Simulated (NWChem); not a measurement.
Molecule: methyl formate (C2H4O2); SMILES COC=O

```xyz
8

C     -0.5094    -1.3186     0.0026
O      0.6764    -0.5380     0.0014
C      0.5040     0.7806     0.0002
O     -0.5523     1.3438    -0.0002
H     -1.1154    -1.1114    -0.8919
H     -0.1891    -2.3667     0.0086
H     -1.1198    -1.1023     0.8919
H      1.4961     1.2788    -0.0003
```
Atoms are numbered in this order, from 1.

All runs: NWChem. Pople sets run with spherical d functions. Structure relaxed at the PBE0/def2-SVP level. Atomic charges in e: unrestrained fits to the electrostatic potential beside Mulliken populations; buried atoms are poorly determined by the fit.

### Question
Predict the results for Hartree-Fock/6-31G*. Quantities: ESP C1; Mulliken C1; ESP O2; Mulliken O2; ESP C3; Mulliken C3; ESP O4; Mulliken O4; relative RMS misfit of the potential (%).

### Answer
```
Quantity                                  Result
----------------------------------------  ------
ESP C1                                      0.26
Mulliken C1                                -0.18
ESP O2                                     -0.49
Mulliken O2                                -0.61
ESP C3                                      0.77
Mulliken C3                                 0.58
ESP O4                                     -0.59
Mulliken O4                                -0.54
relative RMS misfit of the potential (%)      25
```
